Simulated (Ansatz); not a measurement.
Base system: GaN in the wurtzite structure (space group P6_3mc, No. 186; a = 3.218 Å, c = 5.243 Å).

Method: Ansatz (a first-principles code), PBE, PAW, cutoff 420 eV, without spin-orbit coupling.

| level | band gap | lattice parameter a | lattice parameter c |
|---|---|---|---|
| PBE | 1.71 eV | 3.218 Å | 5.243 Å |

**Question.** What does experiment give, and how far off is each level?

**Answer.** Measured: band gap 3.68 eV (static lattice; corrected from measurement; as listed in Wei Chen et al., Physical Review Materials (2018)); lattice parameter a 3.189 Å (room temperature; as listed in M J Lucero, T M Henderson, G E Scuseria, Journal of Physics Condensed Matter (2012)); lattice parameter c 5.185 Å (room temperature; as listed in M J Lucero, T M Henderson, G E Scuseria, Journal of Physics Condensed Matter (2012)). Computed minus measured — band gap: PBE -1.97 eV; lattice parameter a: PBE +0.9 %; lattice parameter c: PBE +1.1 %. Measured values not marked as corrected hold thermal and zero-point effects that the static-lattice runs lack. A measured gap can be an optical one, lowered by exciton binding. Levels without spin-orbit coupling miss its lowering of the gap, often about a third of the valence-band splitting.

No phonon test of stability was made.
